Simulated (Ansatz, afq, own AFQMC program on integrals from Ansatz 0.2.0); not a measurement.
Two steps: Ansatz 0.2.0 writes the Fock matrix and Cholesky factors of the valence space, and afq projects on them the lowest state that overlaps trial and start.

```yaml
crystal:
  periodic: [false, false, false]
  atoms:
    - {symbol: Si, position_ang: [0.000000, 0.000000, 0.000000]}
    - {symbol: Al, position_ang: [0.000000, 0.000000, 2.889000]}
basis:
  gaussian: {orbitals: cc-pVDZ}
magnetization: {spin_polarized: true, initial_magnetization: 3}
correlation: {method: ccsd_t, electrons: outside_noble_gas, hamiltonian_folder: ham}
```

```sh
$ ansatz run in.yaml --threads 1 --pin off --events-out ev --progress --plain --max-ram 24576MiB --backend cuda --devices 0, --max-vram 18GiB
```

afq runs on the folder ham with

```
--method phaseless --trial cisd --walkers 4000 --populations 20 --least-time 60 --time-step 0.005 --steps-per-block 50 --equilibration-blocks 28 --max-blocks 4000 --target-error 0.00016 --factor-cut 1e-05 --start spin_pure --seed 4058 --release-times 0.24,0.51,0.99,1.62,2.4 --release-step 0.03 --release-every 3 --taylor-order 6
```

Times are imaginary, in 1/Eh. The walk had a cap of 122 s. With eight or more populations the least sampling time is a fifth of least-time, and the error comes from their spread.

```
orbitals 26  electrons 5 2  factors 173 of 367
reference energy -530.77155511 Eh
CCSD correlation -0.12591810 Eh in 13 cycles, weight of the determinant in the CISD state 0.8474
energy of the start -530.897035 Eh
 block  time / (1/Eh)  mean weight  energy / Eh
     1     0.250  1.0000  -530.896148
     2     0.500  0.9999  -530.896338
     3     0.750  0.9998  -530.896932
     4     1.000  1.0000  -530.897717
     5     1.250  0.9999  -530.898519
     8     2.000  1.0001  -530.900237
    11     2.750  1.0000  -530.902029
    14     3.500  0.9999  -530.902776
    17     4.250  1.0000  -530.903512
    20     5.000  0.9999  -530.903342
    23     5.750  1.0000  -530.903495
    26     6.500  1.0002  -530.903584
    29     7.250  0.9999  -530.903941
    32     8.000  1.0001  -530.904289
    35     8.750  1.0002  -530.904255
    38     9.500  1.0002  -530.904473
    41    10.250  0.9999  -530.903994
    44    11.000  1.0002  -530.904063
    47    11.750  1.0001  -530.904353
    50    12.500  0.9999  -530.904462
    52    13.000  1.0000  -530.904740
    53    13.250  1.0001  -530.904458
    56    14.000  1.0001  -530.904341
    59    14.750  0.9997  -530.904038
    62    15.500  0.9998  -530.903004
    65    16.250  0.9998  -530.903325
    68    17.000  1.0000  -530.903344
    71    17.750  1.0001  -530.903784
    74    18.500  0.9999  -530.904292
    77    19.250  1.0001  -530.903275
    78    19.500  0.9999  -530.903896
error from the spread of 20 populations
released: time / (1/Eh)  energy / Eh  error  mean overlap
  0.24  -530.904113  0.000138  1.0002
  0.51  -530.904276  0.000112  0.9971
  0.99  -530.904496  0.000129  0.9963
  1.62  -530.904768  0.000143  0.9971
  2.40  -530.903123  0.002142  1.0016
energy -530.904006 +/- 0.000125 Eh
(rows thinned)
```

Estimate how long the walk took on 1 × NVIDIA H100 80GB HBM3 with 2 threads of AMD EPYC 7R13 Processor (Zen 3), on a shared host (the card was shared).

41 s of wall time.

The run passed its tests (sampling time, drift between the halves within three errors, error under three times the target), which doesn't prove that it has relaxed. The second half of the sampling lies above the first by 2.4 errors of their difference, so the energy may still be moving and its error bar be too small.

Against this walk (error 3.4 meV) on the same determinant: CCSD(T) 31.3 meV higher, CCSDT(Q) 37.4 meV lower, CCSDTQ 36.2 meV lower, full CI 36.4 meV lower. The error is statistical and leaves out the bias of the constraint. The released energies are still falling (meV from the phaseless value at times in 1/Eh: -3 ± 4 at 0.24, -7 ± 3 at 0.51, -13 ± 4 at 0.99, -21 ± 4 at 1.62, 24 ± 58 at 2.40), so they give no level; they do show a bias of the constraint, and the last of them that isn't too noisy lies 16 meV above full CI. Full CI is exact here, so the walk's 36 meV above it is the walk's own error: the bias of the constraint with this trial, or a walk that hasn't relaxed.

Cautions: constraint bias not in the error; lower spins were not checked; raised T1 diagnostic (T1 0.044, weight of the determinant 0.85, largest double 0.07).

CCSDT and higher add their correlation energy to the determinant of the CCSD(T) run, since their own runs factorise the integrals more tightly (a shift of under 2 meV). A walk keeps the symmetry of its determinant, which the program's search chose and which needn't be the lowest solution, so a lower state of the same spin and another symmetry isn't excluded.
